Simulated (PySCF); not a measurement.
## Calculated properties of `ClC(F)(Cl)Cl` (CFCl3)

CFCl3.
SMILES with atom numbers: `[F:1][C:2]([Cl:3])([Cl:4])[Cl:5]`

Structural features include: C–F bond and C–Cl bond.

From GFN2-xTB geometry:

```yaml
Point_group_of_the_GFN2-xTB_geometry: C3v
Rotational_constants_A_B_C_of_the_GFN2-xTB_geometry: 2.444, 2.444, 1.709 GHz
```

From B97-2/def2-QZVP ground state and GIAO shieldings, non-relativistic (PySCF):

```yaml
Dipole_moment: 0.35 D
HOMO_energy: -8.92 eV
LUMO_energy: -1.54 eV
HOMO–LUMO_gap: 7.38 eV
13C_isotropic_shieldings_by_class: 38.2 (C2) ppm
Isotropic_shieldings_of_nuclei_other_than_C_and_H_by_class: 171 (F1), 392 (Cl3/Cl4/Cl5) ppm
```

Monoisotopic mass (most abundant isotopes): 135.9050 u.

The rotational constants are those of an oblate symmetric top. The dipole equals about 1.2 × 10⁻³⁰ C·m (1 D = 3.33564 × 10⁻³⁰ C·m). A dipole of 0.35 D is allowed in C3v, and pure rotational transitions are dipole-allowed. With B = h/(8π²I), that is 505.379 GHz u Å² over I, the principal moments of inertia are 206.7, 206.8 and 295.7 u Å² (most abundant isotopes).

Isolated species at its GFN2-xTB geometry, gas phase. The shieldings hold no spin–orbit term; for a carbon that bears several chlorines this term is known to matter.
